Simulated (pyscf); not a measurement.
Single points on ωB97X-D3(BJ)/def2-SVP structures (PySCF, gas phase).

**Question.** PBE/def2-TZVP puts the barrier of H₃Si–Si•(SiH₃)–SiH₃ + F–CH₂–F -> F–Si(SiH₃)(SiH₃)–SiH₃ + •H₂C–F (atom transfer; doublet surface; C–F broken, F–Si formed) at 81.2 kJ/mol and the reaction energy at -49.1 kJ/mol, from the separated reactants. What do r²SCAN/def2-TZVP, M06-2X/def2-TZVP, ωB97M-D3(BJ)/def2-TZVP give on the same structures?

**Answer.** r²SCAN: ΔE‡ = 93.5 kJ/mol, ΔE = -61.9 kJ/mol; M06-2X: ΔE‡ = 130.9 kJ/mol, ΔE = -56.5 kJ/mol; ωB97M-D3(BJ): ΔE‡ = 123.2 kJ/mol, ΔE = -64.1 kJ/mol. PBE's barrier lies under all of them, by 12.3 to 49.7 kJ/mol. Its reaction energy lies over all of them, by 7.3 to 14.9 kJ/mol. Low barriers are usual for a GGA, whose delocalisation error favours stretched bonds. This is the saddle that the search found; another between the same sides may lie lower. The angle at the transferred F is 158°.
